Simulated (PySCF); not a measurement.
How the method changes the constants of LiH

State: ¹Σ⁺ (singlet), closed shell. Set-up: PySCF, no relativity, basis sets Li def2-SVPD, H def2-SVPD. De refers to Li + H in their ground configurations, without counterpoise correction. A positive dipole means Li(−)H(+).

| Level | Re (Å) | ωe (cm⁻¹) | De (eV) | μ (D) |
| --- | --- | --- | --- | --- |
| RHF | 1.612 | 1439 | 1.50 | -6.08 |
| RHF-MP2 | 1.600 | 1435 | 2.14 | n/a |
| RHF-SCS-MP2 | 1.600 | 1433 | 2.27 | n/a |
| RHF-CCSD | 1.605 | 1401 | 2.38 | n/a |
| RHF-CCSD(T) | 1.605 | 1401 | 2.38 | n/a |
| PBE | 1.603 | 1404 | 2.36 | -5.64 |
| PBEsol | 1.610 | 1387 | 2.40 | -5.67 |
| revPBE | 1.610 | 1391 | 2.35 | -5.67 |
| r²SCAN | 1.607 | 1411 | 2.44 | -5.88 |
| PBE0 | 1.599 | 1429 | 2.32 | -5.78 |
| B97-3 | 1.590 | 1450 | 2.48 | -5.82 |
| HSE06 | 1.599 | 1427 | 2.33 | -5.78 |

(1) Which functional lies closest to RHF-CCSD(T) in De, which farthest, and by how much do they differ from it?

(2) What does the step from GGA to meta-GGA do here, going from PBE to r²SCAN?

(3) What does second-order correlation do here, going from RHF to RHF-MP2?

Measured (Huber and Herzberg, Constants of Diatomic Molecules (1979)): Re = 1.5957 Å, ωe = 1405.65 cm⁻¹.

Correlated steps freeze no core orbitals. Correlated levels converge slowly with the basis: in double zeta they bind strong bonds too weakly, by up to about 1 eV, and carry superposition errors of some tenths. Where the molecule has an RHF reference, its open-shell atoms are computed with UHF.

Results:

(1) Closest is PBE (-0.2 pm in Re, +0.2 % in ωe, -0.02 eV in De against RHF-CCSD(T) in the same basis), farthest B97-3 (-1.5 pm in Re, +3.5 % in ωe, +0.10 eV in De). CCSD(T) converges more slowly with the basis than the functionals do and binds too weakly in this one, so the order can change at the basis-set limit.

(2) r²SCAN less PBE: +0.4 pm in Re, +0.5 % in ωe, +0.08 eV in De. 

(3) RHF-MP2 less RHF: -1.2 pm in Re, -0.3 % in ωe, +0.64 eV in De. Correlation nearly always deepens the well. The bond shortens, as in weak, metallic or heavy-atom bonds, where dispersion and the correlation of outer-core electrons pull the atoms together.
